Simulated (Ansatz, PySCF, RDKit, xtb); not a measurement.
**AlBN: from the formula to a structure**

Task: start from the formula AlBN (odd number of electrons), draw up candidate structures, narrow them down in stages, and characterise the one that lies lowest at 298.15 K.

Plan: many cheap relaxations first (GFN2-xTB), then density-functional screening, relaxation at r2SCAN-D4/def2-SVP, vibrations and a final energy. The numbers are computed, not measured.

4 further runs of the same task are left out: 4 set aside as unsound or not needed.

## Step 1: Candidates

All bonding patterns within simple valence rules are listed by program: one Lewis structure each, at most two rings and one unusual centre or charged pair. O–O, O–halogen and N–halogen bonds and N–N–N chains are not drawn. That gives 3 candidates.

```
label         SMILES     spin
 c002  [B]1=[N][Al]1  doublet
 c478    [N]=[B][Al]  doublet
 c791    [B]=[N][Al]  doublet
```

Candidates are built by distance geometry, with a force field where one applies, in up to four conformers (letters a to d). 2 starts with atoms placed at random are added, to find patterns that the rules miss.

## Step 2: First filter: tight binding

All 8 starts are relaxed the same way. One of them, c607 (atoms placed at random), in full:

The input, start.xyz:

```xyz
3
c607
Al    -0.136490     0.739210    -1.249660
B      0.575510    -1.119780     0.837810
N     -0.773700     0.929730     0.893830
```

The run is started by

```console
xtb start.xyz --gfn 2 --opt --uhf 1
```

Log (excerpt; [...] marks lines left out):

```text
* xtb version 6.7.1
[...]
          :  # basis functions                  18          :
[...]
          :  # electrons                        11          :
[...]
          :  Hamiltonian                  GFN2-xTB          :
[...]
          :  net charge                          0          :
          :  unpaired electrons                  1          :
[...]
   *** convergence criteria satisfied after 57 iterations ***
[...]
   *** GEOMETRY OPTIMIZATION CONVERGED AFTER 19 ITERATIONS ***
[...]
   *** convergence criteria satisfied after 3 iterations ***
[...]
         ::                     SUMMARY                     ::
         :::::::::::::::::::::::::::::::::::::::::::::::::::::
         :: total energy              -5.108830335609 Eh    ::
         :: gradient norm              0.000775128386 Eh/a0 ::
         :: HOMO-LUMO gap              2.310881170539 eV    ::
         ::.................................................::
         :: SCC energy                -5.179063174345 Eh    ::
         :: -> isotropic ES            0.025288501104 Eh    ::
         :: -> anisotropic ES          0.005852003416 Eh    ::
         :: -> anisotropic XC         -0.000708882725 Eh    ::
         :: -> dispersion             -0.001788086076 Eh    ::
         :: repulsion energy           0.070232838736 Eh    ::
         :: add. restraining           0.000000000000 Eh    ::
         :: total charge              -0.000000000000 e     ::
         :::::::::::::::::::::::::::::::::::::::::::::::::::::
[...]
         6        1.0000           -0.2911568              -7.9228 (HOMO)
         7                         -0.2062335              -5.6119 (LUMO)
[...]
     #   Z          covCN         q      C6AA      α(0)
     1  13          0.800     0.211   375.343    50.516
     2   5          0.856     0.192    57.686    15.979
     3   7          1.625    -0.403    31.058     8.210
[...]
     #   Z sym  total        # sym  WBO       # sym  WBO       # sym  WBO
 ---------------------------------------------------------------------------
     1  13      1.730 --     3      1.291     2      0.439
     2   5      2.600 --     3      2.160     1      0.439
     3   7      3.451 --     2      2.160     1      1.291
 ---------------------------------------------------------------------------
[...]
molecular dipole:
                 x           y           z       tot (Debye)
 q only:       -0.050       0.146      -0.187
   full:       -0.051       0.150      -0.193       0.635
molecular quadrupole (traceless):
[...]
          | TOTAL ENERGY               -5.108830335609 Eh   |
          | GRADIENT NORM               0.000775128386 Eh/α |
          | HOMO-LUMO GAP               2.310881170539 eV   |
           -------------------------------------------------
[...]
```

It took 0.046 s on 1 thread of Arm Neoverse V2, shared host.

## Step 3: The minima found

8 of the 8 relaxations converged; 6 ended on a minimum already found. 2 distinct structures remain:

```
label             start  SMILES after     spin  energy (kcal/mol)           note
c478a  drawn and random   [B]=[N][Al]  doublet                0.0  bonds changed
c478b             drawn   [N]=[B][Al]  doublet               44.5
```

GFN2-xTB has no spin polarisation, so it can't rank spin states and is rough for open shells.

## Step 4: Second filter: single points

A choice of the minima (the low ones first, few conformers of a pattern, up to a cap) and the lowest that fell apart get a single point at r2SCAN-D4/def2-SVP on the tight-binding geometry, and one at HF/STO-3G for comparison. The first, c478a:

The input, input.yaml:

```yaml
crystal:
  periodic: [false, false, false]
  atoms:
    - symbol: Al
      position_ang: [-1.715878, 0.374980, 3.566078]
    - symbol: B
      position_ang: [-1.060740, 0.354147, 0.597948]
    - symbol: N
      position_ang: [-1.335945, 0.362641, 1.842763]
basis:
  gaussian: {orbitals: def2-SVP}
magnetization: {spin_polarized: true, initial_magnetization: 1}
hamiltonian: {xc: r2scan, dispersion: d4}
scf: {lower_state_search: off}
output: {orbitals: {seedname: orbitals}}
```

The run is started by

```console
ansatz run input.yaml --threads 1 --pin off --max-ram 2610MiB --events-out events.jsonl --progress --plain --runs-dir runs
```

Log (excerpt; [...] marks lines left out):

```text
Warning: RAYON_NUM_THREADS=1 ignored (pool sized by the plan → 1); use --threads N
Functional definition: r2SCAN
  name "r2SCAN"
[...]
519 factors; their error is unknown
[...]
mean field -8755.55071695 eV, -321.7605541226 hartree, gradient 2.7e-6 eV, S^2 0.768143; 0 other end points of the search recorded, 0 dependent functions left out
reference -8755.55072937 eV, -321.7605545789 hartree; 13, 12 occupied and 33, 34 virtual orbitals, 519 factors
Total energy: -8755.56716058 eV, -321.7611584147 hartree
Checks for a lower state left out: stability, starts, cluster_reference, orbital_swaps, neighbouring_geometries, increment
```

It took 1.6 s on 1 thread of Arm Neoverse V2, shared host.

Relative energies in kcal/mol, each column from its lowest structure that stays in one piece:

```
label       SMILES     spin  GFN2-xTB  HF/STO-3G  r2SCAN-D4/def2-SVP
c478a  [B]=[N][Al]  doublet       0.0        0.0                 0.0
c478b  [N]=[B][Al]  doublet      44.5       49.0                48.4
```

## Step 5: Refinement at r2SCAN-D4/def2-SVP

2 candidates are relaxed at r2SCAN-D4/def2-SVP (chosen among the lowest in one piece). The first, c478a:

The input, input.yaml:

```yaml
crystal:
  periodic: [false, false, false]
  atoms:
    - {symbol: Al, position_ang: [-1.715878, 0.374980, 3.566078]}
    - {symbol: B, position_ang: [-1.060740, 0.354147, 0.597948]}
    - {symbol: "N", position_ang: [-1.335945, 0.362641, 1.842763]}
basis:
  gaussian:
    orbitals: def2-SVP
magnetization:
  spin_polarized: true
  initial_magnetization: 1
hamiltonian:
  xc: r2scan
  dispersion: d4
relax:
  f_tol: 0.003
```

The run is started by

```console
ansatz run input.yaml --threads 1 --pin off --max-ram 2610MiB --events-out events.jsonl --progress --plain --runs-dir runs
```

Log (excerpt; [...] marks lines left out):

```text
Warning: RAYON_NUM_THREADS=1 ignored (pool sized by the plan → 1); use --threads N
[...]
Functional definition: r2SCAN
  name "r2SCAN"
[...]
519 factors; their error is unknown
[...]
mean field -8755.55071695 eV, -321.7605541226 hartree, gradient 4.0e-5 eV, S^2 0.768143; 3 other end points of the search recorded, 0 dependent functions left out
[...]
reference -8755.55072937 eV, -321.7605545789 hartree; 13, 12 occupied and 33, 34 virtual orbitals, 519 factors
relax step   1: F+E_penalty+E_count = -8755.56714816 eV  Δ(F+E_penalty+E_count) = +0.000e0 eV  max|allowed force component| = 9.559e-1 eV/Å  Δτ_max = 0.0000 Å  (95 SCF iters, accepted)
[...]
relax step   4: F+E_penalty+E_count = -8755.58818423 eV  Δ(F+E_penalty+E_count) = -2.993e-5 eV  max|allowed force component| = 3.498e-3 eV/Å  Δτ_max = 0.0010 Å  (27 SCF iters, accepted)
[...]
relax step   5: F+E_penalty+E_count = -8755.58818432 eV  Δ(F+E_penalty+E_count) = -8.732e-8 eV  max|allowed force component| = 2.760e-4 eV/Å  Δτ_max = 0.0000 Å  (26 SCF iters, accepted)
519 factors; their error is unknown
[...]
mean field -8755.57179332 eV, -321.7613286649 hartree, gradient 1.5e-5 eV, S^2 0.769169; 4 other end points of the search recorded, 0 dependent functions left out
[...]
reference -8755.57180577 eV, -321.7613291223 hartree; 13, 12 occupied and 33, 34 virtual orbitals, 519 factors
Total energy: -8755.58819677 eV, -321.7619314804 hartree
Atom 0 at    -1.722324     0.375167     3.595140 Å, force    -0.000106    -0.000062    -0.000033 eV/Å
Atom 1 at    -1.057537     0.354017     0.583218 Å, force    -0.000170    -0.000088     0.000041 eV/Å
Atom 2 at    -1.332703     0.362584     1.828432 Å, force     0.000276     0.000150    -0.000008 eV/Å
Dipole moment:     0.035185    -0.001088    -0.159164 e Å
```

Wall time 15 s (1 thread of Arm Neoverse V2, shared host).

Energy change by step (eV): 0.0000, -0.0148, -0.0210, -0.0210, -0.0210.

After the run. Bond lengths: Al1–N3 1.809 Å, B2–N3 1.275 Å. Angles: Al1–N3–B2 180.0°.

## Step 6: After refinement

```
label     spin  r2SCAN-D4/def2-SVP (kcal/mol)  r2SCAN-D4/def2-SVP, relaxed (kcal/mol)  time                   note
c478a  doublet                            0.0                                     0.0  15 s                       
c478b  doublet                           48.4                                     0.0  53 s  same minimum as c478a
```

c478a: Bond lengths: Al1–N3 1.809 Å, B2–N3 1.275 Å. Angles: Al1–N3–B2 180.0°.

c478b: Bond lengths: Al1–N3 1.809 Å, B2–N3 1.275 Å. Angles: Al1–N3–B2 180.0°.

## Step 7: Are they minima? Harmonic frequencies

The lowest few in one piece go on as finalists. Harmonic vibrations at r2SCAN-D4/def2-SVP test each finalist and give the zero-point energy and the thermal terms. The first, c478a:

The input, input.yaml:

```yaml
crystal:
  periodic: [false, false, false]
  atoms:
    - {symbol: Al, position_ang: [0.000000, 0.000000, -1.631231]}
    - {symbol: B, position_ang: [0.000000, 0.000000, 1.453257]}
    - {symbol: "N", position_ang: [0.000000, 0.000000, 0.177974]}
basis:
  gaussian:
    orbitals: def2-SVP
magnetization:
  spin_polarized: true
  initial_magnetization: 1
hamiltonian:
  xc: r2scan
  dispersion: d4
scf:
  lower_state_search: "off"
phonons: {}
```

The run is started by

```console
ansatz run input.yaml --threads 1 --pin off --max-ram 2610MiB --events-out events.jsonl --progress --plain --runs-dir runs
```

Log (excerpt; [...] marks lines left out):

```text
Warning: RAYON_NUM_THREADS=1 ignored (pool sized by the plan → 1); use --threads N
Functional definition: r2SCAN
  name "r2SCAN"
[...]
519 factors; their error is unknown
[...]
mean field -8755.57179338 eV, -321.7613286669 hartree, gradient 1.3e-6 eV, S^2 0.769169; 0 other end points of the search recorded, 0 dependent functions left out
[...]
reference -8755.57180583 eV, -321.7613291244 hartree; 13, 12 occupied and 33, 34 virtual orbitals, 519 factors
[...]
519 factors; their error is unknown
mean field -8755.57179293 eV, -321.7613286504 hartree, gradient 2.3e-6 eV, S^2 0.769169; 0 other end points of the search recorded, 0 dependent functions left out
[...]
reference -8755.57180538 eV, -321.7613291079 hartree; 13, 12 occupied and 33, 34 virtual orbitals, 519 factors
[...]
519 factors; their error is unknown
[...]
reference -8755.57153003 eV, -321.7613189892 hartree; 13, 12 occupied and 33, 34 virtual orbitals, 519 factors
[...]
519 factors; their error is unknown
mean field -8755.57151660 eV, -321.7613184954 hartree, gradient 2.9e-6 eV, S^2 0.769208; 0 other end points of the search recorded, 0 dependent functions left out
[...]
reference -8755.57152904 eV, -321.7613189527 hartree; 13, 12 occupied and 33, 34 virtual orbitals, 519 factors
Total energy: -8755.58819682 eV, -321.7619314824 hartree
Atom 0 at     0.000000     0.000000    -1.631231 Å, force     0.000000    -0.000000     0.000024 eV/Å
Atom 1 at     0.000000     0.000000     1.453257 Å, force     0.000000    -0.000000    -0.000048 eV/Å
Atom 2 at     0.000000     0.000000     0.177974 Å, force    -0.000000     0.000000     0.000024 eV/Å
Dipole moment:     0.000000    -0.000000     0.163009 e Å
Vibrations: 158.65 158.65 632.83 1823.95 cm⁻¹, zero-point energy 0.171971 eV
Checks for a lower state left out: stability, starts, cluster_reference, orbital_swaps, neighbouring_geometries, increment
```

Wall time 21 s (1 thread of Arm Neoverse V2, shared host).

## Step 8: Zero-point energy and free-energy terms

At 298.15 K and 1 atm, ideal gas, rigid rotor and harmonic oscillator:

```
label       SMILES     spin  point group  lowest mode (cm⁻¹)  zero-point (kcal/mol)  G − E (kcal/mol)
c478a  [B]=[N][Al]  doublet          C∞v                 159                    4.0             -11.1
```

## Step 9: Last filter: a higher level

Each finalist gets a single point at CCSD(T)/def2-TZVPP.

c478a, CCSD(T)/def2-TZVPP:

The input, input.yaml:

```yaml
crystal:
  periodic: [false, false, false]
  atoms:
    - {symbol: Al, position_ang: [0.000000, 0.000000, -1.631231]}
    - {symbol: B, position_ang: [0.000000, 0.000000, 1.453257]}
    - {symbol: N, position_ang: [0.000000, 0.000000, 0.177974]}
basis:
  gaussian:
    orbitals: def2-TZVPP
scf:
  omitted_lower_state_checks: [cluster_reference]
correlation:
  method: ccsd_t
  frozen_orbitals: {B: 1, Al: 5, "N": 1}
magnetization:
  spin_polarized: true
  initial_magnetization: 1
```

The run is started by

```console
ansatz run input.yaml --threads 1 --pin off --max-ram 2610MiB --events-out events.jsonl --progress --plain --runs-dir runs
```

Log (excerpt; [...] marks lines left out):

```text
Warning: RAYON_NUM_THREADS=1 ignored (pool sized by the plan → 1); use --threads N
Functional definition: HF
  name "HF"
[...]
655 factors; integrals over basis functions are off by at most 1.2e-3 eV
[...]
mean field -8736.47554094 eV, -321.0595543336 hartree, gradient 1.3e-6 eV, S^2 0.818241; 7 other end points of the search recorded, 0 dependent functions left out
7 core orbitals not correlated: weight in the atoms' cores, before any rotation towards them, 1.000 or more for the frozen orbitals, at most 0.000 for the correlated occupied ones
reference -8736.47554094 eV, -321.0595543336 hartree; 6, 5 occupied and 91, 92 virtual orbitals, 655 factors
second order -8.38722046 eV of doubles, -0.00000000 eV of singles
cycle   1  -8.34838587 eV  change    3.9e-2 eV  update   1.0e-1
[...]
cycle  14  -8.82010606 eV  change   -8.0e-8 eV  update   6.7e-6
perturbative correction -0.48692343 eV, -0.0178941059 hartree
Total energy: -8745.78257042 eV, -321.4015813586 hartree
Checks for a lower state left out: cluster_reference
```

It took 7.8 s on 1 thread of Arm Neoverse V2, shared host; peak memory 0.5 GiB.

## Step 10: Free energies and the winner

Energies in kcal/mol from c478a; G adds the thermal terms to the CCSD(T)/def2-TZVPP energy. The columns left of the relaxed level are at the tight-binding geometries.

```
label       SMILES     spin  GFN2-xTB  HF/STO-3G  r2SCAN-D4/def2-SVP  r2SCAN-D4/def2-SVP, relaxed  HF/def2-TZVPP  MP2/def2-TZVPP  CCSD(T)/def2-TZVPP    G  share at equilibrium     T1
c478a  [B]=[N][Al]  doublet       0.0        0.0                 0.0                          0.0            0.0             0.0                 0.0  0.0               100.0 %  0.030
```

Lowest found: c478a, `[B]=[N][Al]`, a doublet of point group C∞v. Bond lengths: Al1–N3 1.809 Å, B2–N3 1.275 Å. Angles: Al1–N3–B2 180.0°.

```xyz
3

Al    0.0000    0.0000   -1.6312
B     0.0000    0.0000    1.4533
N     0.0000    0.0000    0.1780
```

## Step 11: Density, orbitals and dipole (PBE0/def2-TZVPD)

The input, input.yaml:

```yaml
crystal:
  periodic: [false, false, false]
  atoms:
    - {symbol: Al, position_ang: [0.000000, 0.000000, -1.631231]}
    - {symbol: B, position_ang: [0.000000, 0.000000, 1.453257]}
    - {symbol: N, position_ang: [0.000000, 0.000000, 0.177974]}
basis:
  gaussian:
    orbitals: def2-TZVPD
magnetization:
  spin_polarized: true
  initial_magnetization: 1
output: {forces: true, orbitals: {seedname: orbitals}}
total_charge: 0
hamiltonian:
  xc: pbe0
```

The run is started by

```console
ansatz run input.yaml --threads 1 --pin off --max-ram 2610MiB --events-out events.jsonl --progress --plain --runs-dir runs
```

Log (excerpt; [...] marks lines left out):

```text
Warning: RAYON_NUM_THREADS=1 ignored (pool sized by the plan → 1); use --threads N
Functional definition: PBE0
  name "PBE0"
[...]
638 factors; their error is unknown
[...]
mean field -8756.48006704 eV, -321.7947071084 hartree, gradient 4.2e-5 eV, S^2 0.765006; 1 other end points of the search recorded, 0 dependent functions left out
[...]
reference -8756.48009261 eV, -321.7947080479 hartree; 13, 12 occupied and 104, 105 virtual orbitals, 638 factors
Total energy: -8756.48009261 eV, -321.7947080479 hartree
Atom 0 at     0.000000     0.000000    -1.631231 Å, force     0.000000    -0.000000     0.222918 eV/Å
Atom 1 at     0.000000     0.000000     1.453257 Å, force     0.000000    -0.000000    -0.851332 eV/Å
Atom 2 at     0.000000     0.000000     0.177974 Å, force    -0.000000     0.000000     0.628414 eV/Å
Dipole moment:     0.000000    -0.000000     0.109524 e Å
```

Run time: 3.6 s. Hardware: 1 thread of Arm Neoverse V2, shared host.

## Step 12: Frequencies after a tight-binding relaxation (GFN2-xTB)

The input, start.xyz:

```xyz
3
c478a
Al     0.000000     0.000000    -1.631231
B      0.000000     0.000000     1.453257
N      0.000000     0.000000     0.177974
```

The run is started by

```console
xtb start.xyz --gfn 2 --ohess tight --uhf 1
```

Log (excerpt; [...] marks lines left out):

```text
* xtb version 6.7.1
[...]
          :  # basis functions                  18          :
[...]
          :  # electrons                        11          :
[...]
          :  Hamiltonian                  GFN2-xTB          :
[...]
          :  net charge                          0          :
          :  unpaired electrons                  1          :
[...]
   *** convergence criteria satisfied after 21 iterations ***
[...]
   *** GEOMETRY OPTIMIZATION CONVERGED AFTER 6 ITERATIONS ***
[...]
   *** convergence criteria satisfied after 3 iterations ***
[...]
         ::                     SUMMARY                     ::
         :::::::::::::::::::::::::::::::::::::::::::::::::::::
         :: total energy              -5.108830664496 Eh    ::
         :: gradient norm              0.000013976147 Eh/a0 ::
         :: HOMO-LUMO gap              2.310147118951 eV    ::
         ::.................................................::
         :: SCC energy                -5.179212481174 Eh    ::
         :: -> isotropic ES            0.025289923801 Eh    ::
         :: -> anisotropic ES          0.005848271205 Eh    ::
         :: -> anisotropic XC         -0.000705996495 Eh    ::
         :: -> dispersion             -0.001788089495 Eh    ::
         :: repulsion energy           0.070381816678 Eh    ::
         :: add. restraining           0.000000000000 Eh    ::
         :: total charge              -0.000000000000 e     ::
         :::::::::::::::::::::::::::::::::::::::::::::::::::::
[...]
         6        1.0000           -0.2911234              -7.9219 (HOMO)
         7                         -0.2062270              -5.6117 (LUMO)
[...]
     #   Z          covCN         q      C6AA      α(0)
     1  13          0.800     0.211   375.343    50.516
     2   5          0.857     0.192    57.687    15.979
     3   7          1.625    -0.403    31.057     8.209
[...]
molecular dipole:
                 x           y           z       tot (Debye)
 q only:       -0.000      -0.000      -0.243
   full:       -0.000      -0.000      -0.250       0.635
molecular quadrupole (traceless):
[...]
          | TOTAL ENERGY               -5.108830664494 Eh   |
          | TOTAL ENTHALPY             -5.097593655666 Eh   |
          | TOTAL FREE ENERGY          -5.125352555305 Eh   |
          | GRADIENT NORM               0.000014036586 Eh/α |
[...]
```

Run time: 0.038 s. Hardware: 1 thread of Arm Neoverse V2, shared host.

## Step 13: Electronic excitations (TD-CAM-B3LYP/def2-SVPD)

The input, calc.py:

```python
from pyscf import gto, dft, tdscf

mol = gto.M(
    atom=[
    ('Al', (0.000000, 0.000000, -1.631231)),
    ('B', (0.000000, 0.000000, 1.453257)),
    ('N', (0.000000, 0.000000, 0.177974)),
],
    spin=1,
    max_memory=1860,
    basis='def2-svpd',
    verbose=3,
)

myscf = dft.UKS(mol, xc='cam-b3lyp')
myscf = myscf.density_fit(auxbasis='def2-universal-jkfit')
myscf.max_cycle = 100
myscf.grids.level = 2
myscf.kernel()
if not myscf.converged:
    myscf = myscf.newton().run(myscf.mo_coeff, myscf.mo_occ)

e_tot = myscf.e_tot
print(f'total energy: {e_tot:.8f} hartree')

td = tdscf.TDA(myscf)
td.nstates = 5
td.kernel()
td.analyze()
roots = td.e * 27.211386
osc = td.oscillator_strength()
print('state   eV      nm      f')
for i, (w, f) in enumerate(zip(roots, osc), 1):
    print('%3d %9.4f %8.1f %9.5f' % (i, w, 1239.842 / w, f))
```

The run is started by

```console
OMP_NUM_THREADS=1 python calc.py
```

Log:

```text
WARN: HOMO -0.226557755774703 >= LUMO -0.226557755774705

converged SCF energy = -321.803334676319  <S^2> = 0.76037199  2S+1 = 2.0103452
total energy: -321.80333468 hartree
Excitation energies (eV)
[2.52887541 2.77225145 2.77225145 2.88244089 2.88244089]

** Excitation energies and oscillator strengths **
state   eV      nm      f
  1    2.5289    490.3   0.05047
  2    2.7723    447.2   0.00057
  3    2.7723    447.2   0.00057
  4    2.8824    430.1   0.00329
  5    2.8824    430.1   0.00329
```

Wall time 33 s (1 thread of Arm Neoverse V2, shared host).

The roots found:

```
excited state  energy (eV)  strength
            1        2.529    0.0505
            2        2.772    0.0006
            3        2.772    0.0006
            4        2.882    0.0033
            5        2.882    0.0033
```

(Part 1 of 2 ends here.)
